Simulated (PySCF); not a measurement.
Start geometry of sulfuryl chloride, `O=S(=O)(Cl)Cl` from GFN2-xTB (Å):
```
atom  x, y, z in Å
O1     0.023   -0.997   -1.206
S2    -0.009   -0.241    0.001
O3    -0.060   -0.906    1.245
Cl4    1.632    1.027   -0.007
Cl5   -1.553    1.083   -0.072
```

Q: What comes out of this run: PBE0-D3(BJ)/def2-SVP geometry optimisation, gas phase (PySCF 2.14.0)?

A: 
```
atom  x, y, z in Å
O1     1.1619   -0.1148   -1.1211
S2     0.2848   -0.0812    0.0155
O3     0.6710   -0.5201    1.3267
Cl4   -0.4551    1.8259    0.1862
Cl5   -1.4446   -1.0669   -0.4917
```

The energy falls by 6.6 kJ/mol over 6 energy and gradient evaluations, the largest force component goes from 0.0389 to 3.6e-04 Eh/bohr, and the atoms move by 0.034 Å rms after alignment. The bond that changes most is S2=O3 (sulfonyl sulfur to sulfonyl oxygen), which lengthens by 0.024 Å. Bonds longer at the end by more than 0.005 Å: 3 of 4; shorter: 1. Among the angles that change most is O1–S2–O3, from 119.9° to 123.5°. Rotational constants go from 3427, 2240, 1826 to 3334, 2270, 1859 MHz. The orientation of the end geometry is arbitrary; only internal coordinates are fixed.

The run used 82 basis functions and 47 SCF cycles in all. Hardware: an Arm Neoverse V1 with one thread, shared host. Cost: 14 s wall, 0.35 GiB resident at most.

No PBE0-D3(BJ)/def2-SVP frequencies stand behind this structure, so it isn't proved a minimum.
